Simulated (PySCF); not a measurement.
Ionisation energy of Cl by level of theory

Cl [Ne] 3s2 3p5 (2P) → Cl⁺ [Ne] 3s2 3p4 (3P), as a difference of total energies. Calculation: PySCF 2.14, in dyall-av2z (13s9p2d, 50 functions); no relativity, point nucleus. Correlated levels: valence: [Ne] frozen; virtual orbitals above 40 to 60 times the deepest correlated orbital energy dropped. The calculations carry no spin-orbit coupling.

```json
{"method": "UHF", "ionisation energy (eV)": "11.823"}
{"method": "MP2 (valence)", "ionisation energy (eV)": "12.615"}
{"method": "SCS-MP2 (valence)", "ionisation energy (eV)": "12.594"}
{"method": "CCSD (valence)", "ionisation energy (eV)": "12.556"}
{"method": "CCSD(T) (valence)", "ionisation energy (eV)": "12.579"}
{"method": "CCSDT (valence)", "ionisation energy (eV)": "12.580"}
```

Task: How much does correlation contribute at CCSD(T) (valence)?

Result: 12.579 − (11.823) = 0.756 eV, measured against UHF.

Errors of the correlated levels include the incompleteness of this basis and the frozen core.

For comparison: 12.974 eV (measured; NIST levels, between the centres of gravity of the two terms).
